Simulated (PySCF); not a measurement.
Gas-phase reaction: 2 BCl3 + 4 BF2 + BH ⇌ BHF2 + 6 BClF

Method: PySCF energies (xtb for GFN2) plus ideal-gas RRHO corrections (1 bar). The comparison is the NASA 1993 polynomial table, which mixes measured and estimated data. After a fit of one offset per element over all species, the range-separated, M06-2X, PBE0/def2-QZVP and CCSD(T)/def2-TZVPP enthalpies, where run, lie to one side of the table for BF2 (+92 kJ/mol), BClF (+50 kJ/mol): a fault of the table's entry, another state or a shared error of the levels is possible; this was not checked at source. † marks an energy on the PBE0/def2-TZVP geometry and frequencies; other levels use their own. MP2 and CCSD(T) freeze the core. Open shells (unrestricted): BF2 (multiplicity 2), BClF (multiplicity 2); the rest are closed-shell singlets. GFN2 has no spin-polarisation term. For this reaction the table lies outside the span of B3LYP, CCSD(T), M06-2X, MP2, PBE0, r2SCAN, ωB97M-V, ωB97X-V in their largest bases here; which side is off was not settled. MP2 isn't extrapolated to the basis-set limit; its ΔH°(298 K) is 43.2 kJ in def2-SVP and 59.3 kJ in def2-TZVPP. CCSD(T) isn't extrapolated to the basis-set limit; its ΔH°(298 K) is 55.6 kJ in def2-SVP and 64.0 kJ in def2-TZVPP. The harmonic model lacks anharmonicity and excited electronic states, which grow with temperature; levels with a mode under 35 cm⁻¹ are left out. The table's entry may be an old estimate for BF2, BH, BHF2, BClF (not checked at source).

| level | ΔH°(298 K), kJ | minus table | ΔG°(800 K), kJ |
|---|---|---|---|
| table | 106.5 | - | 38.6 |
| CCSD(T)/def2-SVP† | 55.6 | -50.9 | -16.3 |
| GFN2-xTB | -64.8 | -171.3 | -129.6 |
| MP2/def2-TZVPP† | 59.3 | -47.2 | -12.6 |
| PBE0/def2-SVP† | 1.2 | -105.3 | -70.7 |
| r2SCAN/def2-TZVP† | -22.3 | -128.8 | -94.2 |
